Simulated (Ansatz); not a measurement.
Two isomers of C5H10O2: A = `CCOC(=O)CC`, B = `CC1CCOCO1`.

Calculated with Ansatz (gas phase, PBE0-D4/def2-TZVP geometries, no zero-point term in ΔE). CCSD(T)/CBS is the MP2 limit (def2-TZVPP, def2-QZVPP) plus CCSD(T) − MP2 in def2-TZVPP, frozen cores. DFT in def2-TZVPP. B3LYP here is the variant with VWN-RPA as its local correlation; programs differ in this. One conformer a species, not always the lowest.

Question: Which isomer does CCSD(T)/CBS put lower? Give the gap. (An estimate is asked.)

Answer: Ansatz gave: A, by 76.4 kJ/mol.

Question: Give E(B) − E(A) in kJ/mol with B3LYP-D4, B3LYP, PBE0-D4, PBE-D4, B2PLYP, MP2/def2-TZVPP, r2SCAN-D4. (Best estimate.)

Answer: Ansatz gave: B3LYP-D4 92.1, B3LYP 99.5, PBE0-D4 76.0, PBE-D4 87.3, B2PLYP 93.2, MP2/def2-TZVPP 78.8, r2SCAN-D4 88.2. None reverses the order clearly.

Largest T1 diagnostic: 0.013.

The D4 term adds −7.4 kJ/mol with B3LYP and −3.8 kJ/mol with PBE0; it sums over pairs of atoms, weighted by their polarisabilities, and B3LYP, whose exchange is more repulsive, gets the larger term. From PBE to PBE0 (25 % exact exchange), in def2-TZVPP and without D4, E(B) − E(A) moves by −12.1 kJ/mol.
